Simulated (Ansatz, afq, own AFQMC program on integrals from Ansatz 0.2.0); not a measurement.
# BH⁻, doublet in aug-cc-pVDZ, levels against full CI

```yaml
atoms:
  - { symbol: B, position_ang: [0.0000, 0.0000, 0.0000] }
  - { symbol: H, position_ang: [0.0000, 0.0000, 1.1280] }
```

Basis aug-cc-pVDZ. Noble-gas cores (and the filled d shells of Ga–Kr and In–Xe) are frozen. Ansatz 0.2.0 and our own AFQMC program on the same integrals; the CISD trial comes from CCSD amplitudes, and released means the phaseless constraint is let go. Uncertainties: one standard error, sampling alone.

Determinant: ROHF, the one that the program's search chose, which needn't be the lowest solution. The geometry is a point of a scan.

Full CI on the same integrals is exact in this basis and with this determinant's frozen core.

Cautions: a spin-contaminated unrestricted determinant lies lower (UHF 154 meV lower, ⟨S²⟩ 1.15); the released energies are still falling, so no released level is given (meV from the phaseless value at times in 1/Eh: -3.8 ± 1.4 at 0.24, -5.5 ± 1.5 at 0.51, -8.4 ± 2.0 at 0.99, -12.9 ± 1.3 at 1.62, -14.2 ± 1.5 at 2.40).

```
T1 diagnostic                               : 0.0251
weight of the determinant in the CISD state : 0.905
size of the correlated space                : 5 electrons in 31 orbitals
```

| level | correlation energy (eV) |
| --- | --- |
| MP2 | -2.1495 |
| CCSD | -2.8101 |
| CCSD(T) | -2.8974 |

(1) Estimate where full CI lies against CCSD(T) on the same integrals.

(1) 0.74 kcal/mol below CCSD(T).

Reference: full CI, correlation energy -2.930 eV.

```
        level  E − E(reference) (kcal/mol)  share of correlation (%)
      CCSD(T)                         0.74                     98.90
        CCSDT                         0.10                     99.85
     CCSDT(Q)                         0.02                     99.97
       CCSDTQ                         0.00                    100.00
ph-AFQMC/CISD                  0.41 ± 0.04                     99.40
```

CCSDT and higher add their correlation energy to the determinant of the CCSD(T) run, since their own runs factorise the integrals more tightly (a shift of under 2 meV). A walk keeps the symmetry of its determinant, which the program's search chose and which needn't be the lowest solution, so a lower state of the same spin and another symmetry isn't excluded.
